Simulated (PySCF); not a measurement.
## Deuteron quadrupole couplings in `C/C(F)=C\C#N`

Species: C4H4FN.
SMILES with atom numbers: `[CH3:1]/[C:2]([F:3])=[CH:4]\[C:5]#[N:6]` (hydrogens: H7, H8, H9 on C1; H10 on C4)

Structure used (PBE0-D3(BJ)/def2-SVP), in Å, numbered top down from 1:
```xyz
10
C4H4FN angstrom
C     -1.3472    0.2730    0.1412
C     -0.2610   -0.7270    0.2225
F     -0.6808   -1.9351    0.5715
C      1.0517   -0.5563   -0.0127
C      1.5868    0.7001   -0.3985
N      2.0228    1.7274   -0.7178
H     -0.9594    1.2600   -0.1373
H     -2.0940   -0.0479   -0.6022
H     -1.8617    0.3425    1.1125
H      1.7298   -1.4064    0.0934
```

Level: PBE0/pcSseg-1 (PySCF, non-relativistic); Q(2H) = 0.00286 b; rigid geometry, the same for H and D, with no vibrational averaging.

Task: Give the electric field gradient Vzz (the principal value of largest size), its asymmetry and the 2H coupling at each hydrogen.

Result: 
| atom | bonded to | bond length (Å) | Vzz (au) | η | χzz (kHz) |
| --- | --- | --- | --- | --- | --- |
| H7 | C1 | 1.096 | 0.2884 | 0.06 | 194 |
| H8 | C1 | 1.101 | 0.2864 | 0.04 | 192 |
| H9 | C1 | 1.101 | 0.2866 | 0.04 | 193 |
| H10 | C4 | 1.093 | 0.3030 | 0.11 | 204 |

Isolated species at its PBE0-D3(BJ)/def2-SVP geometry, gas phase. These gradients aren't converged with respect to the basis.
